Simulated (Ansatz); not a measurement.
Relaxation of BCl$_{2}$H (4 atoms, charge 0, multiplicity 1), to a largest force component of 0.03 eV/Å in at most 50 steps.

The calculation used RKS r2SCAN/def2-SVP in Ansatz 0.2.0.

```xyz
4
Properties=species:S:1:pos:R:3
B -0.960 0.000 0.300
H 1.205 0.000 1.300
Cl 2.107 0.000 0.316
Cl -1.396 0.000 -1.364
```

Problem. Where does it end, and by what steps?

Solution. It converged. After 17 steps the energy has fallen by 3.976 eV; H2 moved furthest, 1.48 Å. Parted: H2–Cl3 (1.34 → 2.56 Å). Joined: B1–H2 (2.38 → 1.20 Å), B1–Cl3 (3.07 → 1.74 Å).

```
step  energy less start (eV)  largest force component (eV/Å)  accepted
   0                  0.0000                           0.847       yes
   1                 -0.0122                           1.163       yes
   2                 -0.0672                           0.578       yes
   3                 -0.1110                           0.777       yes
   4                 -0.1315                           0.448       yes
   5                 -0.1392                           0.217       yes
   6                 -0.1418                           0.082       yes
   7                 -0.1428                           0.066       yes
   8                 -0.1440                           0.039       yes
   9                 -0.1543                           0.478       yes
  10                 -0.2548                           0.707       yes
  11                 -0.6094                           2.453       yes
  12                 -1.5212                           4.440       yes
  13                 -2.7531                           4.667       yes
  14                 -3.5839                           1.777       yes
  15                 -3.9622                           0.518       yes
  16                 -3.9762                           0.062       yes
  17                 -3.9763                           0.018       yes
```

```xyz
4
Properties=species:S:1:pos:R:3
B 0.188 0.000 0.261
H -0.272 0.000 1.368
Cl 1.919 0.000 0.042
Cl -0.879 0.000 -1.119
```

Whether the end is a true minimum wasn't checked by a vibrational analysis.

Time of the run: 40 s on 1 thread of Arm Neoverse V1, with other jobs on the host, peak memory 0.11 GiB.
